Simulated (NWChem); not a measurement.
# PBE50/pc-0 run of AlNH4 (AlH2(NH2)), part 2 of 2

NWChem 7.3.0.

**3. The doublet anion, same level**

File work.nw:

```
start work
title "AlH2(NH2)"
memory total 2200 mb
charge -1

geometry units angstroms noautosym nocenter noautoz
 Al     0.411220     0.709780     0.004090
 H      1.951140     0.754090     0.040220
 H     -0.317540     2.068550    -0.020570
 N     -0.477760    -0.827010    -0.006690
 H     -0.803830    -1.337930    -0.819770
 H     -0.763230    -1.367490     0.802720
end

basis "ao basis" spherical bse
 * library pc-0
end

dft
 xc xpbe96 0.5 cpbe96 1.0 hfexch 0.5
 mult 2
 grid fine
 convergence energy 1e-06
 maxiter 150
 mulliken
end

property
 quadrupole
 efieldgrad
end

task dft property
```

Started as:

```bash
$ nwchem work.nw > work.out
```

Output:

```text
Northwest Computational Chemistry Package (NWChem) 7.3.0
             --------------------------------------------------------

           Job information
           ---------------

    nwchem branch   = 7.3.0
    use scalapack   = T
    input           = work.nw
    prefix          = work.
    data base       = ./work.db
    status          = startup
    nproc           =        1

           Memory information
           ------------------

    heap     =     72089594 doubles =      550.0 Mbytes
    stack    =     72089599 doubles =      550.0 Mbytes
    global   =    144179200 doubles =     1100.0 Mbytes (distinct from heap & stack)
    total    =    288358393 doubles =     2200.0 Mbytes
    verify   = yes
    hardfail = no

           Directory information
           ---------------------

  0 permanent = .
  0 scratch   = .

                                NWChem Input Module
                                -------------------

                                     AlH2(NH2)
                                     ---------

 Scaling coordinates for geometry "geometry" by  1.889725989
 (inverse scale =  0.529177249)

                             Geometry "geometry" -> ""
                             -------------------------

 Output coordinates in angstroms (scale by  1.889725989 to convert to a.u.)

  No.       Tag          Charge          X              Y              Z
 ---- ---------------- ---------- -------------- -------------- --------------
    1 Al                  13.0000     0.41122000     0.70978000     0.00409000
    2 H                    1.0000     1.95114000     0.75409000     0.04022000
    3 H                    1.0000    -0.31754000     2.06855000    -0.02057000
    4 N                    7.0000    -0.47776000    -0.82701000    -0.00669000
    5 H                    1.0000    -0.80383000    -1.33793000    -0.81977000
    6 H                    1.0000    -0.76323000    -1.36749000     0.80272000

      Atomic Mass
      -----------

      Al                26.981540
      H                  1.007825
      N                 14.003070

 Effective nuclear repulsion energy (a.u.)      52.4972851005

            Nuclear Dipole moment (a.u.)
            ----------------------------
        X                 Y               Z
 ---------------- ---------------- ----------------
     3.9081045225     6.7185239099     0.0168941503

            XYZ format geometry
            -------------------
     6
 geometry
 Al                    0.41122000     0.70978000     0.00409000
 H                     1.95114000     0.75409000     0.04022000
 H                    -0.31754000     2.06855000    -0.02057000
 N                    -0.47776000    -0.82701000    -0.00669000
 H                    -0.80383000    -1.33793000    -0.81977000
 H                    -0.76323000    -1.36749000     0.80272000

 ==============================================================================
                                internuclear distances
 ------------------------------------------------------------------------------
       center one      |      center two      | atomic units |  angstroms
 ------------------------------------------------------------------------------
    2 H                |   1 Al               |     2.91203  |     1.54098
    3 H                |   1 Al               |     2.91407  |     1.54206
    4 N                |   1 Al               |     3.35506  |     1.77542
    5 H                |   4 N                |     1.91643  |     1.01413
    6 H                |   4 N                |     1.91670  |     1.01428
 ------------------------------------------------------------------------------
                         number of included internuclear distances:          5
 ==============================================================================

 ==============================================================================
                                 internuclear angles
 ------------------------------------------------------------------------------
        center 1       |       center 2       |       center 3       |  degrees
 ------------------------------------------------------------------------------
    2 H                |   1 Al               |   3 H                |   116.57
    2 H                |   1 Al               |   4 N                |   121.70
    3 H                |   1 Al               |   4 N                |   121.73
    1 Al               |   4 N                |   5 H                |   127.01
    1 Al               |   4 N                |   6 H                |   126.68
    5 H                |   4 N                |   6 H                |   106.31
 ------------------------------------------------------------------------------
                            number of included internuclear angles:          6
 ==============================================================================

 Summary of "ao basis" -> "" (spherical)
 ------------------------------------------------------------------------------
       Tag                 Description            Shells   Functions and Types
 ---------------- ------------------------------  ------  ---------------------
 *                            pc-0                    on all atoms

  pbe96 is a nonlocal functional; adding pw91lda local functional.
                              NWChem Property Module
                              ----------------------

                                     AlH2(NH2)

  itol2e modified to match energy
  convergence criterion.

                                 NWChem DFT Module
                                 -----------------

[... 24 lines left out ...]
  convergence criterion.
[... 15 lines left out ...]
          Convergence on energy requested:  1.00D-07
          Convergence on density requested:  1.00D-05
          Convergence on gradient requested:  5.00D-04
[... 20 lines left out ...]
          Spatial weights used:  Erf1
[... 1 line left out ...]
          Convergence Information
[... 1 line left out ...]
          Convergence aids based upon iterative change in
          total energy or number of iterations.
[... 71 lines left out ...]
   convergence    iter        energy       DeltaE   RMS-Dens  Diis-err    time
[... 14 lines left out ...]
         Total DFT energy =     -299.136921471111
      One electron energy =     -523.460292988341
           Coulomb energy =      198.937952418671
    Exchange-Corr. energy =      -27.111866001944
 Nuclear repulsion energy =       52.497285100502
[... 5 lines left out ...]
                    DFT Final Alpha Molecular Orbital Analysis
[... 219 lines left out ...]
                     DFT Final Beta Molecular Orbital Analysis
[... 343 lines left out ...]
   Quadrupole moments in atomic units

   Component  Electronic+nuclear     Point charges             Total
  --------------------------------------------------------------------------
      XX           -1.6001949522          0.0000000000         -1.6001949522
      YY           -0.8569292816          0.0000000000         -0.8569292816
      ZZ            2.4571242338          0.0000000000          2.4571242338
      XY            0.6808391498          0.0000000000          0.6808391498
      XZ            0.0127955698          0.0000000000          0.0127955698
      YZ           -0.0290503023          0.0000000000         -0.0290503023

   Quadrupole moments in buckingham(s)

   Component  Electronic+nuclear     Point charges             Total
  --------------------------------------------------------------------------
      XX           -2.1521197934          0.0000000000         -2.1521197934
      YY           -1.1524936170          0.0000000000         -1.1524936170
      ZZ            3.3046134104          0.0000000000          3.3046134104
[... 4 lines of this table left out ...]
 1 a.u. = 1.344911 Buckinghams = 1.344911 10**(-26) esu*cm**2

          -----------------------
          Electric field gradient
          -----------------------

 1 a.u. = 0.324123 10**(16) esu/cm**3  ( or statvolts/cm**2 ) = 0.97174 10**(22) v/m**2

 ------------------------------------------------------------
   Atom      X         Y         Z
 ------------------------------------------------------------
    1 Al   0.77709   1.34129   0.00773
 ------------------------------------------------------------

 Electric field gradient in molecular frame (a.u.)
         XX             YY             ZZ             XY             XZ             YZ
 ------------------------------------------------------------------------------------------
        0.219279       0.178236      -0.397515      -0.034447       0.015046      -0.004449

 Principal components (a.u.) and orientation
 of principal axis w.r.t. absolute frame                      Asymmetry parameter eta
 --------------------------------------------------------------------------------------
       -0.397904       0.239220       0.158684                       0.202402

       -0.024020       0.869703       0.492991
        0.006284      -0.492992       0.870011
        0.999692       0.023995       0.006376

 ------------------------------------------------------------
   Atom      X         Y         Z
 ------------------------------------------------------------
    2 H    3.68712   1.42502   0.07600
 ------------------------------------------------------------

 Electric field gradient in molecular frame (a.u.)
         XX             YY             ZZ             XY             XZ             YZ
 ------------------------------------------------------------------------------------------
       -0.164391       0.076706       0.087684      -0.006546      -0.005964      -0.000106

 Principal components (a.u.) and orientation
 of principal axis w.r.t. absolute frame                      Asymmetry parameter eta
 --------------------------------------------------------------------------------------
       -0.164709       0.087826       0.076884                       0.066432

        0.999353      -0.023754      -0.026995
        0.027109       0.004467       0.999623
        0.023625       0.999708      -0.005108

 ------------------------------------------------------------
   Atom      X         Y         Z
 ------------------------------------------------------------
    3 H   -0.60006   3.90899  -0.03887
 ------------------------------------------------------------

 Electric field gradient in molecular frame (a.u.)
         XX             YY             ZZ             XY             XZ             YZ
 ------------------------------------------------------------------------------------------
        0.022503      -0.109967       0.087464       0.100456      -0.002093       0.003500

 Principal components (a.u.) and orientation
 of principal axis w.r.t. absolute frame                      Asymmetry parameter eta
 --------------------------------------------------------------------------------------
       -0.164124       0.087533       0.076592                       0.066665

       -0.474049      -0.022460       0.880212
        0.880350       0.006291       0.474284
       -0.016190       0.999728       0.016790

 ------------------------------------------------------------
   Atom      X         Y         Z
 ------------------------------------------------------------
    4 N   -0.90284  -1.56282  -0.01264
 ------------------------------------------------------------

 Electric field gradient in molecular frame (a.u.)
         XX             YY             ZZ             XY             XZ             YZ
 ------------------------------------------------------------------------------------------
        0.717256       0.032594      -0.749849      -0.598537      -0.048460       0.029506

 Principal components (a.u.) and orientation
 of principal axis w.r.t. absolute frame                      Asymmetry parameter eta
 --------------------------------------------------------------------------------------
        1.066216      -0.751625      -0.314592                       0.409891

        0.864573       0.025618       0.501854
       -0.501537      -0.018054       0.864948
       -0.031219       0.999509       0.002761

 ------------------------------------------------------------
   Atom      X         Y         Z
 ------------------------------------------------------------
    5 H   -1.51902  -2.52832  -1.54914
 ------------------------------------------------------------

 Electric field gradient in molecular frame (a.u.)
         XX             YY             ZZ             XY             XZ             YZ
 ------------------------------------------------------------------------------------------
        0.187307       0.056252      -0.243559      -0.135150      -0.176848      -0.272875

 Principal components (a.u.) and orientation
 of principal axis w.r.t. absolute frame                      Asymmetry parameter eta
 --------------------------------------------------------------------------------------
       -0.478476       0.272130       0.206347                       0.137484

        0.315466       0.864057       0.392285
        0.493382      -0.502473       0.709997
        0.810590      -0.030433      -0.584823

 ------------------------------------------------------------
   Atom      X         Y         Z
 ------------------------------------------------------------
    6 H   -1.44230  -2.58418   1.51692
 ------------------------------------------------------------

 Electric field gradient in molecular frame (a.u.)
         XX             YY             ZZ             XY             XZ             YZ
 ------------------------------------------------------------------------------------------
        0.203484       0.035736      -0.239220      -0.127033       0.150296       0.289514

 Principal components (a.u.) and orientation
 of principal axis w.r.t. absolute frame                      Asymmetry parameter eta
 --------------------------------------------------------------------------------------
       -0.478071       0.271978       0.206093                       0.137813

       -0.275345       0.864684       0.420126
       -0.522698      -0.501433       0.689457
        0.806828      -0.029760       0.590036

 Task  times  cpu:        1.5s     wall:        1.5s
 Total times  cpu:        1.6s     wall:        1.6s
```

Run time: 2 s. Hardware: 1 thread of AMD EPYC 9R05 (Zen 5), shared host; peak memory 0.11 GiB.

Atomic charges (e):

| atom | Mulliken | Löwdin |
| --- | --- | --- |
| Al1 | +0.180 | -0.010 |
| H2 | -0.360 | -0.310 |
| H3 | -0.360 | -0.310 |
| N4 | -0.960 | -0.640 |
| H5 | +0.250 | +0.130 |
| H6 | +0.250 | +0.130 |

**4. Summary of results**

The summary covers parts 1 to 2.

Level: PBE50/pc-0.

| quantity | value |
| --- | --- |
| singlet AlNH4: total energy | -299.15231 Eh |
| singlet AlNH4: dipole moment | 1.60 D |
| singlet AlNH4: HOMO energy | -7.99 eV |
| singlet AlNH4: LUMO energy | -0.63 eV |
| singlet AlNH4: HOMO–LUMO gap | 7.35 eV |
| doublet anion: total energy | -299.13692 Eh |
| doublet anion: HOMO energy (highest over α and β) | 1.63 eV |
| doublet anion: LUMO energy (lowest over α and β) | 5.79 eV |
| doublet anion: ⟨S²⟩ | 0.754 |
| vertical electron affinity (to the doublet anion) | -0.419 eV |

**Reading.** The anion lies 0.42 eV (40.4 kJ/mol) above the neutral: the electron isn't bound at this level, and such a value depends on the basis. Without diffuse functions anions come out too high. Mulliken charges (singlet AlNH4) run from -1.01 on N4 to +0.97 on Al1; they depend strongly on the basis. Mulliken charges (doublet anion) run from -0.96 on N4 to +0.25 on H5. The HOMO (doublet anion) lies at positive energy, 1.63 eV; only total energies tell whether the electron is bound.
